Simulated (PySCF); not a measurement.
Computed with ωB97X-D3(BJ)/def2-TZVP // B3LYP-D3(BJ)/def2-TZVP (PySCF). All species are isolated molecules in the gas phase. Delta-SCF ions had no search for a lower state. 

Reference species (SMILES): `C` (neutral, multiplicity 1).

The vertical ionisation energy (Delta-SCF) is 14.38 eV, the HOMO comes out as -13.67 eV and the HOMO–LUMO gap is 17.13 eV.

Changed species: `ClC(Cl)(Cl)Cl` (4 of 4 H replaced by Cl; the reference has 0 of 4 H replaced by Cl).

Problem. What does the change do to the vertical ionisation energy (Delta-SCF), HOMO and HOMO–LUMO gap?

Solution. the vertical ionisation energy (Delta-SCF) falls by 2.65 eV, to 11.73 eV; the HOMO increases by 2.06 eV, to -11.61 eV; the HOMO–LUMO gap falls by 4.85 eV, to 12.28 eV.
